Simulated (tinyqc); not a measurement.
Worked calculation: extended Hueckel theory, for LiF. One step of it, computed by the program tinyqc.

Problem. Wolfsberg-Helmholz matrix. H_ij = K' S_ij (H_ii + H_jj)/2 for i != j (the diagonal keeps H_ii), with K' = 1.75.

overlap S, lower triangle:
```
            1Li 2s   1Li 2px   1Li 2py    1Li 2pz     2F 2s    2F 2px    2F 2py    2F 2pz
1Li 2s    1.000000
1Li 2px   0.000000  1.000000
1Li 2py   0.000000  0.000000  1.000000
1Li 2pz   0.000000  0.000000  0.000000   1.000000
2F 2s     0.245079  0.000000  0.000000   0.379794  1.000000
2F 2px    0.000000  0.109502  0.000000   0.000000  0.000000  1.000000
2F 2py    0.000000  0.000000  0.109502   0.000000  0.000000  0.000000  1.000000
2F 2pz   -0.071521  0.000000  0.000000  -0.091599  0.000000  0.000000  0.000000  1.000000
```

diagonal H_ii (eV): 1Li 2s -5.400000, 1Li 2px -3.500000, 1Li 2py -3.500000, 1Li 2pz -3.500000, 2F 2s -40.000000, 2F 2px -18.100000, 2F 2py -18.100000, 2F 2pz -18.100000

K = 1.750000

Give: H.

Solution.

H (eV), lower triangle:
```
          1Li 2s  1Li 2px  1Li 2py   1Li 2pz     2F 2s    2F 2px    2F 2py    2F 2pz
1Li 2s   -5.4000
1Li 2px   0.0000  -3.5000
1Li 2py   0.0000   0.0000  -3.5000
1Li 2pz   0.0000   0.0000   0.0000   -3.5000
2F 2s    -9.7357   0.0000   0.0000  -14.4559  -40.0000
2F 2px    0.0000  -2.0696   0.0000    0.0000    0.0000  -18.1000
2F 2py    0.0000   0.0000  -2.0696    0.0000    0.0000    0.0000  -18.1000
2F 2pz    1.4706   0.0000   0.0000    1.7312    0.0000    0.0000    0.0000  -18.1000
```
